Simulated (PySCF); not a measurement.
Breaking a bond: BeH, doublet.

UHF/aug-cc-pVTZ (PySCF); UMP2 = MP2 on UHF/aug-cc-pVTZ run with PySCF; CASSCF(3,3)/aug-cc-pVTZ (PySCF).

Energies are in kJ/mol, each relative to the lowest point of its own curve near equilibrium.

| R / Å | UHF | UMP2 | CASSCF(3,3) |
|---|---|---|---|
| 1.03 | 112.9 | 101.0 | 118.7 |
| 1.07 | 80.2 | 70.1 | 86.1 |
| 1.14 | 39.3 | 32.2 | 44.8 |
| 1.23 | 10.3 | 6.8 | 14.2 |
| 1.28 | 2.8 | 1.2 | 5.3 |
| 1.32 | 0.1 | 0.0 | 1.4 |
| 1.36 | 0.0 | 1.3 | 0.0 |
| 1.40 | 2.0 | 4.6 | 0.6 |
| 1.45 | 7.1 | 11.0 | 3.8 |
| 1.50 | 14.3 | 19.6 | 9.1 |
| 1.57 | 27.5 | 34.2 | 19.3 |
| 1.70 | 57.6 | 66.6 | 43.8 |
| 1.85 | 95.9 | 108.9 | 76.3 |
| 2.03 | 137.4 | 160.9 | 115.3 |
| 2.23 | 169.4 | 205.6 | 152.7 |
| 2.45 | 189.4 | 233.1 | 181.5 |
| 2.70 | 200.6 | 246.9 | 196.8 |
| 2.98 | 205.9 | 251.9 | 200.2 |
| 3.32 | 208.2 | 252.6 | 199.3 |
| 3.65 | 208.9 | 252.0 | 198.3 |
| 4.06 | 209.1 | 251.3 | 197.6 |
| 4.77 | 209.2 | 251.1 | 197.2 |
| 5.39 | 209.2 | 251.2 | 197.2 |

At the longest distance, 5.39 Å, UMP2 lies highest above its minimum (251.2 kJ/mol) and CASSCF(3,3) lowest (197.2 kJ/mol).

The unrestricted determinant behind UHF, UMP2 is spin-contaminated at 2.03 to 5.39 Å (<S²> up to 1.0, against 0.75 for a pure doublet).
